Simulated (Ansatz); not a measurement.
# CH₄F (doublet): B2PLYP, RPA-PBE over a scan of the distance C1–H5 along a hydrogen transfer, cc-pVDZ

How well do these functionals follow the top wave-function level for CH₄F (doublet) over a scan of the distance C1–H5 along a hydrogen transfer?

Method: cc-pVDZ, all electrons in the functionals, frozen cores in the correlation of double hybrids and RPA; program: Ansatz 0.2.0, Gaussian basis.

To be run: B2PLYP, RPA-PBE, at 1.090 Å; 1.126 Å; 1.197 Å; 1.269 Å; 1.341 Å.

### 1 What is computed

The geometry derives from fragments relaxed apart (PBE0/def2-TZVP) and kept rigid, so it is no stationary point. A hydrogen atom is moved between rigid fragments.

6 atoms, charge 0, spin multiplicity 2.

Atoms are counted from 1 here; the program's logs count them from 0.

Bond lengths: C1–H2 1.090 Å, C1–H3 1.090 Å, C1–H4 1.090 Å, C1–H5 1.090 Å, H5–F6 1.151 Å. Angles: H2–C1–H3 109.5°, H2–C1–H4 109.5°, H2–C1–H5 109.5°, H3–C1–H4 109.5°, H3–C1–H5 109.5°, H4–C1–H5 109.5°, C1–H5–F6 180.0°.

No dispersion term is added.

The geometry shown and the zero of energy belong to the point 1.090 Å. The yardstick, UCCSDT(Q), and other wave-function levels (R restricted, U unrestricted, valence and pair active spaces) come from earlier runs.

### 2 B2PLYP, 1.090 Å

in.yaml

```yaml
crystal:
  periodic: [false, false, false]
  atoms:
    - {symbol: C, position_ang: [-1.215022, 0.000000, 0.000000]}
    - {symbol: H, position_ang: [-1.578228, 1.027301, 0.000000]}
    - {symbol: H, position_ang: [-1.578228, -0.513650, 0.889668]}
    - {symbol: H, position_ang: [-1.578228, -0.513650, -0.889669]}
    - {symbol: H, position_ang: [-0.125405, 0.000000, 0.000000]}
    - {symbol: F, position_ang: [1.025978, 0.000000, 0.000000]}
basis:
  gaussian: {orbitals: cc-pVDZ}
magnetization: {spin_polarized: true, initial_magnetization: 1}
hamiltonian: {xc: {name: B2PLYP}}
correlation: {electrons: outside_noble_gas}
```

On the command line:

```
$ ansatz run in.yaml --threads 1 --pin off --events-out ev --progress --plain --max-ram 4096MiB --backend cpu
```

The log of the run:

```text
Functional definition: B2PLYP
  name "B2PLYP"
  cite "Grimme, J. Chem. Phys. 124, 034108 (2006) doi:10.1063/1.2148954"
  cite "Becke, Phys. Rev. A 38, 3098 (1988) doi:10.1103/PhysRevA.38.3098"
  cite "Lee, Yang & Parr, Phys. Rev. B 37, 785 (1988) doi:10.1103/PhysRevB.37.785"
  parameter a = 0.53
  parameter c = 0.27
  exchange = (1 - a)*b88_x + a*exact_x
  correlation = (1 - c)*lyp_c + c*(mp2_os + mp2_ss)
428 factors; integrals over basis functions are off by at most 1.4e-3 eV
mean field evaluation 1: about -3807.9730 eV, gradient 1.9e1 eV
mean field evaluation 2: about -3808.0004 eV, gradient 1.9e1 eV
mean field evaluation 4: about -3809.6421 eV, gradient 1.4e0 eV
mean field evaluation 8: about -3809.6732 eV, gradient 1.6e-1 eV
mean field evaluation 16: about -3809.6735 eV, gradient 1.7e-4 eV
mean field -3809.67347831 eV, -140.0029180384 hartree, gradient 1.7e-6 eV, S^2 0.760726; 0 other end points of the search recorded, 0 dependent functions left out
2 core orbitals not correlated: weight in the atoms' cores, before any rotation towards them, 1.000 or more for the frozen orbitals, at most 0.000 for the correlated occupied ones
reference -3809.67357909 eV, -140.0029217420 hartree; 8, 7 occupied and 38, 39 virtual orbitals, 428 factors
second order -11.01844906 eV of doubles, -0.00000000 eV of singles
Total energy: -3812.64856033 eV, -140.1122502862 hartree
```

It took 1.4 s on 1 thread of AMD EPYC 7R13, shared host.

From the report: ⟨S²⟩ of the determinant 0.761 (pure doublet: 0.75).

### 3 B2PLYP, 1.126 Å

in.yaml

```yaml
crystal:
  periodic: [false, false, false]
  atoms:
    - {symbol: C, position_ang: [-1.216069, 0.000000, 0.000000]}
    - {symbol: H, position_ang: [-1.579274, 1.027301, 0.000000]}
    - {symbol: H, position_ang: [-1.579274, -0.513650, 0.889668]}
    - {symbol: H, position_ang: [-1.579274, -0.513650, -0.889669]}
    - {symbol: H, position_ang: [-0.090069, 0.000000, 0.000000]}
    - {symbol: F, position_ang: [1.024931, 0.000000, 0.000000]}
basis:
  gaussian: {orbitals: cc-pVDZ}
magnetization: {spin_polarized: true, initial_magnetization: 1}
hamiltonian: {xc: {name: B2PLYP}}
correlation: {electrons: outside_noble_gas}
```

Launched as before.

The log of the run (excerpt; [...] marks lines left out):

```text
Functional definition: B2PLYP
  name "B2PLYP"
  cite "Grimme, J. Chem. Phys. 124, 034108 (2006) doi:10.1063/1.2148954"
  cite "Becke, Phys. Rev. A 38, 3098 (1988) doi:10.1103/PhysRevA.38.3098"
  cite "Lee, Yang & Parr, Phys. Rev. B 37, 785 (1988) doi:10.1103/PhysRevB.37.785"
[...]
428 factors; integrals over basis functions are off by at most 1.5e-3 eV
[...]
mean field -3809.74580763 eV, -140.0055760921 hartree, gradient 2.1e-6 eV, S^2 0.761255; 0 other end points of the search recorded, 0 dependent functions left out
2 core orbitals not correlated: weight in the atoms' cores, before any rotation towards them, 1.000 or more for the frozen orbitals, at most 0.000 for the correlated occupied ones
reference -3809.74590882 eV, -140.0055798105 hartree; 8, 7 occupied and 38, 39 virtual orbitals, 428 factors
second order -11.10571318 eV of doubles, -0.00000000 eV of singles
Total energy: -3812.74445138 eV, -140.1157742170 hartree
```

Run time: 1.4 s. Hardware: 1 thread of AMD EPYC 7R13, shared host.

From the report: ⟨S²⟩ of the determinant 0.761 (pure doublet: 0.75).

From 1.090 Å: -0.096 eV.

### 4 B2PLYP, 1.197 Å

in.yaml

```yaml
crystal:
  periodic: [false, false, false]
  atoms:
    - {symbol: C, position_ang: [-1.218111, 0.000000, 0.000000]}
    - {symbol: H, position_ang: [-1.581317, 1.027301, 0.000000]}
    - {symbol: H, position_ang: [-1.581317, -0.513650, 0.889668]}
    - {symbol: H, position_ang: [-1.581317, -0.513650, -0.889669]}
    - {symbol: H, position_ang: [-0.021111, 0.000000, 0.000000]}
    - {symbol: F, position_ang: [1.022889, 0.000000, 0.000000]}
basis:
  gaussian: {orbitals: cc-pVDZ}
magnetization: {spin_polarized: true, initial_magnetization: 1}
hamiltonian: {xc: {name: B2PLYP}}
correlation: {electrons: outside_noble_gas}
```

The command is unchanged.

The log of the run (excerpt; [...] marks lines left out):

```text
Functional definition: B2PLYP
  name "B2PLYP"
  cite "Grimme, J. Chem. Phys. 124, 034108 (2006) doi:10.1063/1.2148954"
  cite "Becke, Phys. Rev. A 38, 3098 (1988) doi:10.1103/PhysRevA.38.3098"
  cite "Lee, Yang & Parr, Phys. Rev. B 37, 785 (1988) doi:10.1103/PhysRevB.37.785"
[...]
428 factors; integrals over basis functions are off by at most 1.6e-3 eV
[...]
mean field -3809.86142552 eV, -140.0098249710 hartree, gradient 5.2e-6 eV, S^2 0.760571; 0 other end points of the search recorded, 0 dependent functions left out
2 core orbitals not correlated: weight in the atoms' cores, before any rotation towards them, 1.000 or more for the frozen orbitals, at most 0.000 for the correlated occupied ones
reference -3809.86152747 eV, -140.0098287175 hartree; 8, 7 occupied and 38, 39 virtual orbitals, 428 factors
second order -11.17827944 eV of doubles, -0.00000000 eV of singles
Total energy: -3812.87966291 eV, -140.1207431495 hartree
```

Run time: 1.8 s. Hardware: 1 thread of AMD EPYC 7R13, shared host.

From the report: ⟨S²⟩ of the determinant 0.761 (pure doublet: 0.75).

From 1.090 Å: -0.231 eV.

### 5 B2PLYP, 1.269 Å

in.yaml

```yaml
crystal:
  periodic: [false, false, false]
  atoms:
    - {symbol: C, position_ang: [-1.220182, 0.000000, 0.000000]}
    - {symbol: H, position_ang: [-1.583388, 1.027301, 0.000000]}
    - {symbol: H, position_ang: [-1.583388, -0.513650, 0.889668]}
    - {symbol: H, position_ang: [-1.583388, -0.513650, -0.889669]}
    - {symbol: H, position_ang: [0.048818, 0.000000, 0.000000]}
    - {symbol: F, position_ang: [1.020818, 0.000000, 0.000000]}
basis:
  gaussian: {orbitals: cc-pVDZ}
magnetization: {spin_polarized: true, initial_magnetization: 1}
hamiltonian: {xc: {name: B2PLYP}}
correlation: {electrons: outside_noble_gas}
```

Launched as before.

The log of the run (excerpt; [...] marks lines left out):

```text
Functional definition: B2PLYP
  name "B2PLYP"
  cite "Grimme, J. Chem. Phys. 124, 034108 (2006) doi:10.1063/1.2148954"
  cite "Becke, Phys. Rev. A 38, 3098 (1988) doi:10.1103/PhysRevA.38.3098"
  cite "Lee, Yang & Parr, Phys. Rev. B 37, 785 (1988) doi:10.1103/PhysRevB.37.785"
[...]
433 factors; integrals over basis functions are off by at most 1.3e-3 eV
[...]
mean field -3809.94190108 eV, -140.0127823933 hartree, gradient 4.1e-6 eV, S^2 0.758339; 0 other end points of the search recorded, 0 dependent functions left out
2 core orbitals not correlated: weight in the atoms' cores, before any rotation towards them, 1.000 or more for the frozen orbitals, at most 0.000 for the correlated occupied ones
reference -3809.94200390 eV, -140.0127861718 hartree; 8, 7 occupied and 38, 39 virtual orbitals, 433 factors
second order -11.12044843 eV of doubles, -0.00000000 eV of singles
Total energy: -3812.94452498 eV, -140.1231267862 hartree
```

Run time: 1.3 s. Hardware: 1 thread of AMD EPYC 7R13, shared host.

From the report: ⟨S²⟩ of the determinant 0.758 (pure doublet: 0.75).

From 1.090 Å: -0.296 eV.

### 6 B2PLYP, 1.341 Å

in.yaml

```yaml
crystal:
  periodic: [false, false, false]
  atoms:
    - {symbol: C, position_ang: [-1.222253, 0.000000, 0.000000]}
    - {symbol: H, position_ang: [-1.585459, 1.027301, 0.000000]}
    - {symbol: H, position_ang: [-1.585459, -0.513650, 0.889668]}
    - {symbol: H, position_ang: [-1.585459, -0.513650, -0.889669]}
    - {symbol: H, position_ang: [0.118747, 0.000000, 0.000000]}
    - {symbol: F, position_ang: [1.018747, 0.000000, 0.000000]}
basis:
  gaussian: {orbitals: cc-pVDZ}
magnetization: {spin_polarized: true, initial_magnetization: 1}
hamiltonian: {xc: {name: B2PLYP}}
correlation: {electrons: outside_noble_gas}
```

Same command.

The log of the run (excerpt; [...] marks lines left out):

```text
Functional definition: B2PLYP
  name "B2PLYP"
  cite "Grimme, J. Chem. Phys. 124, 034108 (2006) doi:10.1063/1.2148954"
  cite "Becke, Phys. Rev. A 38, 3098 (1988) doi:10.1103/PhysRevA.38.3098"
  cite "Lee, Yang & Parr, Phys. Rev. B 37, 785 (1988) doi:10.1103/PhysRevB.37.785"
[...]
433 factors; integrals over basis functions are off by at most 1.1e-3 eV
[...]
mean field -3809.90406313 eV, -140.0113918743 hartree, gradient 3.3e-6 eV, S^2 0.756235; 0 other end points of the search recorded, 0 dependent functions left out
2 core orbitals not correlated: weight in the atoms' cores, before any rotation towards them, 1.000 or more for the frozen orbitals, at most 0.000 for the correlated occupied ones
reference -3809.90416700 eV, -140.0113956914 hartree; 8, 7 occupied and 38, 39 virtual orbitals, 433 factors
second order -10.97718294 eV of doubles, -0.00000000 eV of singles
Total energy: -3812.86800639 eV, -140.1203147801 hartree
```

Wall time 2.6 s (1 thread of AMD EPYC 7R13, shared host).

From the report: ⟨S²⟩ of the determinant 0.756 (pure doublet: 0.75).

From 1.090 Å: -0.219 eV.

### 7 RPA-PBE, 1.090 Å

in.yaml

```yaml
crystal:
  periodic: [false, false, false]
  atoms:
    - {symbol: C, position_ang: [-1.215022, 0.000000, 0.000000]}
    - {symbol: H, position_ang: [-1.578228, 1.027301, 0.000000]}
    - {symbol: H, position_ang: [-1.578228, -0.513650, 0.889668]}
    - {symbol: H, position_ang: [-1.578228, -0.513650, -0.889669]}
    - {symbol: H, position_ang: [-0.125405, 0.000000, 0.000000]}
    - {symbol: F, position_ang: [1.025978, 0.000000, 0.000000]}
basis:
  gaussian: {orbitals: cc-pVDZ}
magnetization: {spin_polarized: true, initial_magnetization: 1}
hamiltonian: {xc: {name: PBE}}
correlation: {method: rpa, electrons: outside_noble_gas}
```

The command is unchanged.

The log of the run (excerpt; [...] marks lines left out):

```text
Functional definition: PBE
  name "PBE"
  cite "Perdew, Burke & Ernzerhof, Phys. Rev. Lett. 77, 3865 (1996) doi:10.1103/PhysRevLett.77.3865"
  parent pbe
[...]
428 factors; integrals over basis functions are off by at most 1.4e-3 eV
[...]
mean field -3811.88538727 eV, -140.0842041936 hartree, gradient 3.9e-7 eV, S^2 0.752147; 0 other end points of the search recorded, 0 dependent functions left out
2 core orbitals not correlated: weight in the atoms' cores, before any rotation towards them, 1.000 or more for the frozen orbitals, at most 0.000 for the correlated occupied ones
reference -3796.14014266 eV, -139.5055771266 hartree; 8, 7 occupied and 38, 39 virtual orbitals, 428 factors
Total energy: -3811.47762712 eV, -140.0692192845 hartree
```

Wall time 1.1 s (1 thread of AMD EPYC 7R13, shared host).

From the report: ⟨S²⟩ of the determinant 0.752 (pure doublet: 0.75).

### 8 RPA-PBE, 1.126 Å

in.yaml

```yaml
crystal:
  periodic: [false, false, false]
  atoms:
    - {symbol: C, position_ang: [-1.216069, 0.000000, 0.000000]}
    - {symbol: H, position_ang: [-1.579274, 1.027301, 0.000000]}
    - {symbol: H, position_ang: [-1.579274, -0.513650, 0.889668]}
    - {symbol: H, position_ang: [-1.579274, -0.513650, -0.889669]}
    - {symbol: H, position_ang: [-0.090069, 0.000000, 0.000000]}
    - {symbol: F, position_ang: [1.024931, 0.000000, 0.000000]}
basis:
  gaussian: {orbitals: cc-pVDZ}
magnetization: {spin_polarized: true, initial_magnetization: 1}
hamiltonian: {xc: {name: PBE}}
correlation: {method: rpa, electrons: outside_noble_gas}
```

Launched as before.

The log of the run (excerpt; [...] marks lines left out):

```text
Functional definition: PBE
  name "PBE"
  cite "Perdew, Burke & Ernzerhof, Phys. Rev. Lett. 77, 3865 (1996) doi:10.1103/PhysRevLett.77.3865"
  parent pbe
[...]
428 factors; integrals over basis functions are off by at most 1.5e-3 eV
[...]
mean field -3811.98110703 eV, -140.0877218298 hartree, gradient 7.1e-6 eV, S^2 0.752262; 0 other end points of the search recorded, 0 dependent functions left out
2 core orbitals not correlated: weight in the atoms' cores, before any rotation towards them, 1.000 or more for the frozen orbitals, at most 0.000 for the correlated occupied ones
reference -3796.21723797 eV, -139.5084103269 hartree; 8, 7 occupied and 38, 39 virtual orbitals, 428 factors
Total energy: -3811.55903379 eV, -140.0722109243 hartree
```

Wall time 1.1 s (1 thread of AMD EPYC 7R13, shared host).

From the report: ⟨S²⟩ of the determinant 0.752 (pure doublet: 0.75).

From 1.090 Å: -0.081 eV.

### 9 RPA-PBE, 1.197 Å

in.yaml

```yaml
crystal:
  periodic: [false, false, false]
  atoms:
    - {symbol: C, position_ang: [-1.218111, 0.000000, 0.000000]}
    - {symbol: H, position_ang: [-1.581317, 1.027301, 0.000000]}
    - {symbol: H, position_ang: [-1.581317, -0.513650, 0.889668]}
    - {symbol: H, position_ang: [-1.581317, -0.513650, -0.889669]}
    - {symbol: H, position_ang: [-0.021111, 0.000000, 0.000000]}
    - {symbol: F, position_ang: [1.022889, 0.000000, 0.000000]}
basis:
  gaussian: {orbitals: cc-pVDZ}
magnetization: {spin_polarized: true, initial_magnetization: 1}
hamiltonian: {xc: {name: PBE}}
correlation: {method: rpa, electrons: outside_noble_gas}
```

Same command.

The log of the run (excerpt; [...] marks lines left out):

```text
Functional definition: PBE
  name "PBE"
  cite "Perdew, Burke & Ernzerhof, Phys. Rev. Lett. 77, 3865 (1996) doi:10.1103/PhysRevLett.77.3865"
  parent pbe
[...]
428 factors; integrals over basis functions are off by at most 1.6e-3 eV
[...]
mean field -3812.08542578 eV, -140.0915554732 hartree, gradient 4.3e-6 eV, S^2 0.752395; 0 other end points of the search recorded, 0 dependent functions left out
2 core orbitals not correlated: weight in the atoms' cores, before any rotation towards them, 1.000 or more for the frozen orbitals, at most 0.000 for the correlated occupied ones
reference -3796.36925120 eV, -139.5139967100 hartree; 8, 7 occupied and 38, 39 virtual orbitals, 428 factors
Total energy: -3811.65905748 eV, -140.0758867271 hartree
```

Wall time 4.6 s (1 thread of AMD EPYC 7R13, shared host).

From the report: ⟨S²⟩ of the determinant 0.752 (pure doublet: 0.75).

From 1.090 Å: -0.181 eV.

### 10 RPA-PBE, 1.269 Å

in.yaml

```yaml
crystal:
  periodic: [false, false, false]
  atoms:
    - {symbol: C, position_ang: [-1.220182, 0.000000, 0.000000]}
    - {symbol: H, position_ang: [-1.583388, 1.027301, 0.000000]}
    - {symbol: H, position_ang: [-1.583388, -0.513650, 0.889668]}
    - {symbol: H, position_ang: [-1.583388, -0.513650, -0.889669]}
    - {symbol: H, position_ang: [0.048818, 0.000000, 0.000000]}
    - {symbol: F, position_ang: [1.020818, 0.000000, 0.000000]}
basis:
  gaussian: {orbitals: cc-pVDZ}
magnetization: {spin_polarized: true, initial_magnetization: 1}
hamiltonian: {xc: {name: PBE}}
correlation: {method: rpa, electrons: outside_noble_gas}
```

The command is unchanged.

The log of the run (excerpt; [...] marks lines left out):

```text
Functional definition: PBE
  name "PBE"
  cite "Perdew, Burke & Ernzerhof, Phys. Rev. Lett. 77, 3865 (1996) doi:10.1103/PhysRevLett.77.3865"
  parent pbe
[...]
433 factors; integrals over basis functions are off by at most 1.3e-3 eV
[...]
mean field -3812.08376888 eV, -140.0914945833 hartree, gradient 9.9e-6 eV, S^2 0.752418; 0 other end points of the search recorded, 0 dependent functions left out
2 core orbitals not correlated: weight in the atoms' cores, before any rotation towards them, 1.000 or more for the frozen orbitals, at most 0.000 for the correlated occupied ones
reference -3796.53032210 eV, -139.5199159564 hartree; 8, 7 occupied and 38, 39 virtual orbitals, 433 factors
Total energy: -3811.69000156 eV, -140.0770239011 hartree
```

Wall time 1.8 s (1 thread of AMD EPYC 7R13, shared host).

From the report: ⟨S²⟩ of the determinant 0.752 (pure doublet: 0.75).

From 1.090 Å: -0.212 eV.

### 11 RPA-PBE, 1.341 Å

in.yaml

```yaml
crystal:
  periodic: [false, false, false]
  atoms:
    - {symbol: C, position_ang: [-1.222253, 0.000000, 0.000000]}
    - {symbol: H, position_ang: [-1.585459, 1.027301, 0.000000]}
    - {symbol: H, position_ang: [-1.585459, -0.513650, 0.889668]}
    - {symbol: H, position_ang: [-1.585459, -0.513650, -0.889669]}
    - {symbol: H, position_ang: [0.118747, 0.000000, 0.000000]}
    - {symbol: F, position_ang: [1.018747, 0.000000, 0.000000]}
basis:
  gaussian: {orbitals: cc-pVDZ}
magnetization: {spin_polarized: true, initial_magnetization: 1}
hamiltonian: {xc: {name: PBE}}
correlation: {method: rpa, electrons: outside_noble_gas}
```

Same command.

The log of the run (excerpt; [...] marks lines left out):

```text
Functional definition: PBE
  name "PBE"
  cite "Perdew, Burke & Ernzerhof, Phys. Rev. Lett. 77, 3865 (1996) doi:10.1103/PhysRevLett.77.3865"
  parent pbe
[...]
433 factors; integrals over basis functions are off by at most 1.1e-3 eV
[...]
mean field -3811.91895898 eV, -140.0854379312 hartree, gradient 1.6e-6 eV, S^2 0.752411; 0 other end points of the search recorded, 0 dependent functions left out
2 core orbitals not correlated: weight in the atoms' cores, before any rotation towards them, 1.000 or more for the frozen orbitals, at most 0.000 for the correlated occupied ones
reference -3796.61540266 eV, -139.5230426094 hartree; 8, 7 occupied and 38, 39 virtual orbitals, 433 factors
Total energy: -3811.59060738 eV, -140.0733712324 hartree
```

Run time: 1.5 s. Hardware: 1 thread of AMD EPYC 7R13, shared host.

From the report: ⟨S²⟩ of the determinant 0.752 (pure doublet: 0.75).

From 1.090 Å: -0.113 eV.

### 12 Against the wave-function levels

The yardstick is UCCSDT(Q), where the cluster series has nearly closed. It comes from earlier runs at the same points. Energies in eV, counted from 1.090 Å; blanks weren't run or aren't comparable.

| level | 1.090 Å | 1.126 Å | 1.197 Å | 1.269 Å | 1.341 Å |
| --- | --- | --- | --- | --- | --- |
| UCCSDT(Q) | 0.000 | -0.102 | -0.267 | -0.375 | -0.343 |
| B2PLYP | 0.000 | -0.096 | -0.231 | -0.296 | -0.219 |
| RPA-PBE | 0.000 | -0.081 | -0.181 | -0.212 | -0.113 |

Largest miss and mean time a point (UCCSDT(Q) took 18 s a point; shared hosts):

| level | largest miss (eV) | where | time a point |
| --- | --- | --- | --- |
| B2PLYP | +0.123 | 1.341 Å | 1.7 s |
| RPA-PBE | +0.230 | 1.341 Å | 2 s |

### 13 Results

```
                   quantity                value
span of the UCCSDT(Q) curve             0.375 eV
       largest miss, B2PLYP  +0.123 eV (1.341 Å)
      largest miss, RPA-PBE  +0.230 eV (1.341 Å)
```

Of the functionals, B2PLYP keep the smallest largest miss at the points compared (at most 0.123 eV) and RPA-PBE strays most (0.230 eV, at 1.341 Å). Functionals and the yardstick converge differently with the basis, so part of each miss in cc-pVDZ is the basis.
